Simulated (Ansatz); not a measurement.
Elements on the sites of an ideal fluorite lattice, at a guessed lattice constant:

```
O Al Si Ca Ta
1.0
    -4.57435    4.57435    0.00000
    -4.57435    0.00000    4.57435
     0.00000    4.57435    4.57435
O Al Si Ca Ta
16 1 3 1 3
Direct
  0.87500 0.87500 0.37500
  0.37500 0.87500 0.37500
  0.87500 0.37500 0.37500
  0.87500 0.87500 0.87500
  0.37500 0.37500 0.37500
  0.37500 0.87500 0.87500
  0.87500 0.37500 0.87500
  0.37500 0.37500 0.87500
  0.62500 0.62500 0.12500
  0.12500 0.62500 0.12500
  0.62500 0.12500 0.12500
  0.62500 0.62500 0.62500
  0.12500 0.12500 0.12500
  0.12500 0.62500 0.62500
  0.62500 0.12500 0.62500
  0.12500 0.12500 0.62500
  0.00000 0.50000 0.50000
  0.00000 0.50000 0.00000
  0.00000 0.00000 0.50000
  0.50000 0.00000 0.50000
  0.50000 0.50000 0.00000
  0.00000 0.00000 0.00000
  0.50000 0.00000 0.00000
  0.50000 0.50000 0.50000
```

Cell and atoms were relaxed without symmetry on coarser meshes and computed once more. The calculation used Ansatz, DFT PBE, scalar-relativistic, plane waves, PAW.

Cutoff 420 eV; k points 4×4×4 on the computed 24-atom cell (Γ-centred); Gaussian smearing, width 0.02 eV; no spin polarisation.

The relaxation ran on 2×2×2 (shifted) and then 3×3×3 k points with a smearing of 0.1 eV, from sites shaken by 0.02 Å.

Question: What does the relaxation give?

Answer: A volume of 10.24 Å³/atom and a gap on the mesh of 2.96 eV. It lies 2.65 eV/atom below the elements' standard states (static lattices, no corrections for gases). The atoms leave their sites by 0.62 Å (root mean square) and 0.92 Å at most, and the cell stretches by up to 7.4 % at fixed volume, so the lattice hasn't survived.

```xyz
24
Lattice="-4.6848 5.3377 -0.0990 -4.5863 -0.0004 4.8190 0.0985 5.3373 4.9172" Properties=species:S:1:pos:R:3 pbc="T T T"
O    -8.4514    7.2571    5.9386
O    -5.8445    3.5026    6.4256
O    -5.4084    7.2587    3.5950
O    -7.9153    8.8394    8.0247
O    -3.3877    3.6327    4.0211
O    -5.6408    1.7978    4.2740
O    -5.7866    8.9712    5.6127
O    -3.5331    7.1352    5.3580
O    -5.9099    4.4537    3.6038
O    -3.2295    0.8172    3.7421
O    -3.3621    4.4538    1.1106
O    -5.9441    6.1553    5.8911
O    -1.4626    0.6325    1.6770
O    -3.5706    4.8776    6.2795
O    -3.1254    5.9683    3.1368
O    -0.9185    4.8769    3.4523
Al   -6.9293    7.6472    4.7667
Si   -7.1370   10.4311    7.4393
Si   -4.5382    2.6769    7.2753
Si   -6.6222    5.0937    7.0116
Ca   -4.5374    7.8720    7.2747
Ta   -0.2370    5.3466    5.1807
Ta   -6.9296    2.9963    4.7667
Ta   -4.2517    5.3457    4.5510
```

Spin-orbit coupling is left out, which matters for the bands of heavy elements.

Cost: 2 runs of about 9.8 core-minutes in all (earlier runs that led there not counted), on Arm Neoverse V2 (shared hosts).